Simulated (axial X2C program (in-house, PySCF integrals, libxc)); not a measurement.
NAlN: properties at the nuclei

Computed with an axial X2C code built on PySCF integrals: two-component X2C with atomic mean-field Coulomb and Gaunt terms, Gaussian nuclei, basis N dyall-av3z, Al dyall-v3z with contracted cores.

N–Al–N held linear, with bonds 1.802 and 1.802 Å (near the PBE0 minimum at charge 0 of the determinant lowest at the starting distance; the state shown can have its own minimum elsewhere, held linear; other orders of the atoms were not compared).

Input and command:
```json
{"zs": [7, 13, 7], "q": 0, "bas": ["dyall-av3z", "dyall-v3z", "dyall-av3z"], "r0": [1.73, 1.73], "symm": 1, "scan": ["PBE0", "HF", "PBE"], "levels": ["PBE0", "HF", "BHandHLYP"], "nst": 2}
```
```bash
python solin.py task.json out
```

Keys: zs atomic numbers; q charge; bas basis sets; r0 starting distance in Å; symm equal bonds; scan levels of the two-bond scan; levels methods; nst determinants followed.

Determinant lowest in the PBE0 search, Ω = 5/2 (⟨Sz⟩ = 1.50, ⟨Lz⟩ = 1.00 at PBE0), spin on the atoms N 0.80, Al -0.11, N 0.80:

```
    level  A∥/gI N (MHz)  qzz N (a.u.)  A∥/gI Al (MHz)  qzz Al (a.u.)
     PBE0          -5.74         -0.79           -13.8          -1.51
       HF          -1.95         -0.89           -70.2          -1.53
BHandHLYP          -1.77         -0.85           -17.8          -1.55
```

A∥ (defined per Ω) follows by multiplying with gI = μI/(I μN); qzz is the electric field gradient, eQq0 = 234.96 MHz × Q/barn × qzz. The operators were transformed with the bare-nucleus X2C matrices; with these basis sets, hyperfine constants and field gradients can be off by tens of per cent, and where levels differ in sign neither size nor sign is settled.

Question: With Q(14N) = 0.02044 barn, Q(27Al) = 0.1466 barn (Q from Pyykkö, Mol. Phys. 2018), turn the PBE0 values of the first state into constants in MHz.

Answer: eQq0(14N) = 234.96 × (0.02044) × (-0.79) = -3.79 MHz; eQq0(27Al) = 234.96 × (0.1466) × (-1.51) = -52 MHz.

The molecule was held linear; bending was not examined, so a bent shape may lie lower.

Each state is one determinant with collinear spin, which with several unpaired electrons need not be a pure state. Unrestricted Hartree–Fock can overshoot spin polarisation at the nuclei. With several open shells hyperfine constants can be off by a factor of several. The search compared states at one distance, so a state with another bond length can lie lower. Further determinants of the search, some of them spin-mixed, are not shown. Where a field gradient or hyperfine factor spreads by more than a factor of two over the levels, a constant derived from it is not to be relied on.
